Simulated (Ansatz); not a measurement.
## A ladder of methods for CH2BN (BH2(CN))

The species is CH2BN (5 atoms), meant as a singlet with charge 0. SMILES: `[H]B([H])C#N`. The shape is that of a GFN2-xTB optimisation.

Quantity: the vertical ionisation energy (to the doublet cation), in eV. The values are calculated.

```
           level                    kind  program  value (eV)
      PBE/STO-3G                     GGA   Ansatz       11.44
   r2SCAN/STO-3G                meta-GGA   Ansatz       11.56
CAM-B3LYP/STO-3G  range-separated hybrid   Ansatz       11.78
    HSE06/STO-3G  range-separated hybrid   Ansatz       11.68
  BCCD(T)/STO-3G   coupled cluster or CI   Ansatz       10.80
     CCSD/STO-3G   coupled cluster or CI   Ansatz           ?
   CCSDTQ/STO-3G   coupled cluster or CI   Ansatz       10.80
      FCI/STO-3G      exact in the basis   Ansatz       10.80
```

(1) Estimate what the levels marked ? give.

## Answers

(1) As computed at these levels: CCSD/STO-3G: 10.81 eV. The values span 10.80 to 11.78 eV. Spin contamination of the reference (⟨S²⟩ at least 0.1 too high) touches BCCD(T)/STO-3G, CCSD/STO-3G, CCSDTQ/STO-3G. All rows use very small basis sets, so even the best lies far from the true value.
